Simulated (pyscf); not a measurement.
Elementary routes open to AsH₃ (SMILES [AsH3]) + HO–GaH₂ (SMILES [OH][GaH2]) in the gas phase (singlet surface):
A. HO–GaH–AsH₂ (SMILES [OH][GaH][AsH2]) + H₂ (SMILES [H][H]) (As–H, Ga–H broken; As–Ga, H–H formed)
B. HO–AsH₂ (SMILES O[AsH2]) + GaH₃ (SMILES [GaH3]) (As–H, Ga–O broken; As–O, Ga–H formed)
C. H₂Ga–AsH₂ (SMILES [GaH2][AsH2]) + H₂O (SMILES O) (As–H, Ga–O broken; As–Ga, H–O formed)

Single points on ωB97X-D3(BJ)/def2-SVP structures (PySCF, gas phase).

Q: Rank the routes by free-energy barrier at 1200 K, lowest first, for ωB97M-D3(BJ)/def2-TZVP energies (ideal gas, 1 atm, RRHO with modes under 100 cm⁻¹ raised to 100, one conformer, R ln 2 for chiral ones without a mode under 150 cm⁻¹).

A: C (55.6 kcal/mol), A (68.5 kcal/mol), B (74.6 kcal/mol)

Route C is the fastest of these, ahead of the next by 12.9 kcal/mol. The most stable products are those of A (ΔG = -6.1 kcal/mol), whose barrier is 12.9 kcal/mol higher: the kinetic and the thermodynamic product differ. At 298 K C is still the fastest. A: On the reactant side the descent ends in a complex, 4.1 kcal/mol under the separated species and 30.2 kcal/mol under the saddle at ωB97X-D3(BJ)/def2-TZVP. B: On the product side the descent ends in an adduct with a Ga–O contact, 18.2 kcal/mol under the separated species and 19.2 kcal/mol under the saddle at ωB97X-D3(BJ)/def2-TZVP. C: On the reactant side the descent ends in an adduct with a As–Ga contact, 12.1 kcal/mol under the separated species and 21.6 kcal/mol under the saddle at ωB97X-D3(BJ)/def2-TZVP. On the product side the descent ends in an adduct with a Ga–O contact, 15.7 kcal/mol under the separated species and 25.9 kcal/mol under the saddle at ωB97X-D3(BJ)/def2-TZVP. Only these routes are compared; each barrier is that of the saddle found, and lower ones may exist. Elements up to Kr have no core potential and no relativistic terms here.
